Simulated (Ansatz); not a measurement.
`[Li][S]C` + H–F → `[Li][F]` + CH₃SH at 600 K and 1 bar (ligand exchange at a Li–S bond).

Isolated molecules relaxed with PBE0-D4/def2-TZVP in Ansatz; ΔE leaves out vibrations. CCSD(T)/CBS adds triple-zeta CCSD(T) − MP2 to the extrapolated MP2 energy (def2 sets, frozen cores). This one scheme is used for every species. For Li outer-core shells are correlated without core-valence functions, which leaves a few kJ/mol of doubt a bond.

```csv
species,CCSD(T)/CBS energy (Eh),H − E (kJ/mol),S (J/(mol·K))
`[Li][S]C`,-445.16369,139.0,344.3
H–F,-100.39570,42.3,194.0
`[Li][F]`,-107.35723,24.4,223.1
CH₃SH,-438.22835,152.3,296.8
```

H − E and S are ideal-gas, rigid-rotor, harmonic terms from PBE0-D4/def2-TZVP, for one conformer and one mirror image of each species. 1 Eh = 2625.50 kJ/mol, R = 8.31446 J/(mol·K).

Problem. By hand: ΔE, ΔH, ΔS and ΔG.

Solution. ΔE = (-107.35723) + (-438.22835) − (-445.16369) − (-100.39570) = -0.02619 Eh = -68.8 kJ/mol. Δ(H − E) = 24.4 + 152.3 − 139.0 − 42.3 = -4.6, so ΔH = -73.4 kJ/mol. ΔS = 223.1 + 296.8 − 344.3 − 194.0 = -18.4 J/(mol·K). ΔG = -73.4 − 600 × (-18.4)/1000 = -62.4 kJ/mol.

Problem. By hand: the equilibrium constant, and the temperature at which ΔG would vanish if ΔH and ΔS stayed fixed.

Solution. log₁₀ K = −ΔG/(RT ln 10) = 5.4. ΔG = 0 at ΔH/ΔS = 3989 K, far beyond where these terms or the molecules hold.

ΔH outweighs TΔS. A doubt of 5 kJ/mol in ΔE shifts log₁₀ K by 0.4 here. Other conformers and mirror images would add mixing entropy, several J/(mol·K) or more a flexible species. Modes under 60 cm⁻¹, often nearly free rotors, make the harmonic entropy too high. These are equilibria of isolated gas molecules and say nothing of rates. Largest T1 diagnostic: 0.013 (customary marks: 0.02 for closed shells, 0.045 for open ones).
